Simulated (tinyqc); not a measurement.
Inside a calculation. Method: G0W0 on RHF in the sto-3g basis, for H2O, spin multiplicity 1. One step of it, computed by the program tinyqc.

Task: Iteration 1: diagonalisation and new density. Diagonalise F' = X^T F X, C = X C', fill 5 alpha and 5 beta electrons from the bottom; D = 2 C_occ C_occ^T. Each column has its largest component positive (the first on a tie).

Fock matrix F (hartree):
```
             1O 1s      1O 2s    1O 2px     1O 2py     1O 2pz      2H 1s      3H 1s
1O 1s   -18.831571  -4.877776  0.000000   0.000000  -0.013460  -0.892179  -0.892179
1O 2s    -4.877776  -1.819877  0.000000   0.000000  -0.208538  -0.637301  -0.637301
1O 2px    0.000000   0.000000  0.286313   0.000000   0.000000   0.000000   0.000000
1O 2py    0.000000   0.000000  0.000000   0.171394   0.000000  -0.173177   0.173177
1O 2pz   -0.013460  -0.208538  0.000000   0.000000   0.197690  -0.216976  -0.216976
2H 1s    -0.892179  -0.637301  0.000000  -0.173177  -0.216976  -0.189958  -0.233086
3H 1s    -0.892179  -0.637301  0.000000   0.173177  -0.216976  -0.233086  -0.189958
```

X:
```
            1O 1s      1O 2s    1O 2px     1O 2py     1O 2pz      2H 1s      3H 1s
1O 1s    1.023777  -0.138406  0.000000   0.000000  -0.008773   0.019674   0.019674
1O 2s   -0.138406   1.177841  0.000000   0.000000   0.087403  -0.238868  -0.238868
1O 2px   0.000000   0.000000  1.000000   0.000000   0.000000   0.000000   0.000000
1O 2py   0.000000   0.000000  0.000000   1.076907   0.000000  -0.183874   0.183874
1O 2pz  -0.008773   0.087403  0.000000   0.000000   1.048997  -0.134392  -0.134392
2H 1s    0.019674  -0.238868  0.000000  -0.183874  -0.134392   1.151581  -0.080560
3H 1s    0.019674  -0.238868  0.000000   0.183874  -0.134392  -0.080560   1.151581
```

Give: F' = X^T F X; orbital energies; coefficients C; D after iteration 1.

Result:

F' = X^T F X (hartree):
```
          1        2       3        4        5        6        7
1  -18.4556  -2.6351  0.0000   0.0000  -0.0244  -0.1198  -0.1198
2   -2.6351  -0.7671  0.0000   0.0000  -0.0619  -0.3383  -0.3383
3    0.0000   0.0000  0.2863   0.0000   0.0000   0.0000   0.0000
4    0.0000   0.0000  0.0000   0.3389   0.0000  -0.2852   0.2852
5   -0.0244  -0.0619  0.0000   0.0000   0.3045  -0.2290  -0.2290
6   -0.1198  -0.3383  0.0000  -0.2852  -0.2290   0.1503  -0.0837
7   -0.1198  -0.3383  0.0000   0.2852  -0.2290  -0.0837   0.1503
```

orbital energies (hartree): MO1 -18.8428, MO2 -0.7094, MO3 -0.1203, MO4 0.1110, MO5 0.2863, MO6 0.5896, MO7 0.6932

coefficients C:
```
            MO1      MO2      MO3      MO4     MO5      MO6      MO7
1O 1s    0.9933  -0.2224   0.0000  -0.1531  0.0000  -0.0932   0.0000
1O 2s    0.0293   0.7825   0.0000   0.7454  0.0000   0.5996   0.0000
1O 2px   0.0000   0.0000   0.0000   0.0000  1.0000   0.0000   0.0000
1O 2py   0.0000   0.0000   0.5154   0.0000  0.0000   0.0000   0.9807
1O 2pz   0.0036   0.1984   0.0000  -0.5699  0.0000   0.8832   0.0000
2H 1s   -0.0058   0.1983   0.5332  -0.4171  0.0000  -0.6601  -0.7131
3H 1s   -0.0058   0.1983  -0.5332  -0.4171  0.0000  -0.6601   0.7131
```

D after iteration 1:
```
          1O 1s    1O 2s  1O 2px   1O 2py   1O 2pz    2H 1s    3H 1s
1O 1s    2.1189  -0.5181  0.0000   0.0000   0.0934   0.0279   0.0279
1O 2s   -0.5181   2.3375  0.0000   0.0000  -0.5390  -0.3118  -0.3118
1O 2px   0.0000   0.0000  2.0000   0.0000   0.0000   0.0000   0.0000
1O 2py   0.0000   0.0000  0.0000   0.5312   0.0000   0.5496  -0.5496
1O 2pz   0.0934  -0.5390  0.0000   0.0000   0.7283   0.5541   0.5541
2H 1s    0.0279  -0.3118  0.0000   0.5496   0.5541   0.9953  -0.1420
3H 1s    0.0279  -0.3118  0.0000  -0.5496   0.5541  -0.1420   0.9953
```
